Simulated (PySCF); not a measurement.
Worked example: GaH3, triplet against GaH3⁺, doublet

Geometry (PBE0/def2-TZVP stationary point of a doublet), kept for both states (GaH3⁺, doublet: A1; GaH3, triplet: B1):

```xyz
4

Ga    0.0000    0.0253    0.0000
H     0.0000   -2.0473    0.0000
H     0.0000    0.1474   -1.5272
H     0.0000    0.1474    1.5272
```

Basis aug-cc-pVDZ; PySCF 2.14.0. Correlated methods freeze the noble-gas cores and the filled d shells of p-block atoms. Prefix R: restricted or restricted open-shell reference. No spin–orbit coupling is included, and no scalar relativity.

Full CI isn't at hand for all of this; RCCSDT serves as the reference. It lacks quadruple excitations.

```csv
level,"E(GaH3⁺, doublet) (hartree)","E(GaH3, triplet) (hartree)"
RCCSD(T),-1924.659566,-1924.878784
PBE,-1925.907923,-1926.136072
wB97M-V,-1926.084944,-1926.307960
RCCSDT,-1924.659930,-1924.879479
```

Q: Give the vertical gap, GaH3 triplet less GaH3⁺ doublet, at each level in eV (1 hartree = 27.2114 eV), and each error against RCCSDT.

A: RCCSDT: (-1924.879479 − (-1924.659930)) × 27.2114 = -5.974 eV (the reference)
wB97M-V: (-1926.307960 − (-1926.084944)) × 27.2114 = -6.069 eV, error -0.095 eV
PBE: (-1926.136072 − (-1925.907923)) × 27.2114 = -6.208 eV, error -0.234 eV
RCCSD(T): (-1924.878784 − (-1924.659566)) × 27.2114 = -5.965 eV, error 0.009 eV

Total energies of functionals can't be set beside those of wave-function methods, since they hold the core's correlation and their own absolute errors; only the differences compare.

In so small a basis the reference is far from its limit while semilocal and hybrid functionals are nearer theirs, so the functionals' errors here hold much of the reference's basis and frozen-core error, which can add to them or hide them.

Each level lands on the state that its own search finds. T1 diagnostics of restricted CCSD: 0.019 and 0.024.
